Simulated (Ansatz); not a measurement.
A displaced shape of triplet S2:

```yaml
atoms:
  - { symbol: S, position_ang: [0.0108, -0.0184, -0.9068] }
  - { symbol: S, position_ang: [-0.0294, -0.0252, 0.9204] }
```

It was optimised with PBE0/def2-SVP in Ansatz (development build ahead of 0.2.0) to forces under 0.001 eV/Å, with unrestricted orbitals. Each step stands on the lowest determinant of that kind that the program's search found.

Q: What shape does it relax to, and how does the optimisation go?

A:

```csv
atom,x (Å),y (Å),z (Å)
S,0.0117,-0.0183,-0.9449
S,-0.0303,-0.0253,0.9585
```

Bond lengths: S1–S2 1.904 Å.

```
step  E − E(start) (eV)  largest force (eV/Å)
   1             0.0000                3.0356
   2            -0.1088                0.0183
   3            -0.1088                0.0007
```

The optimisation ended after 3 steps with its threshold met.
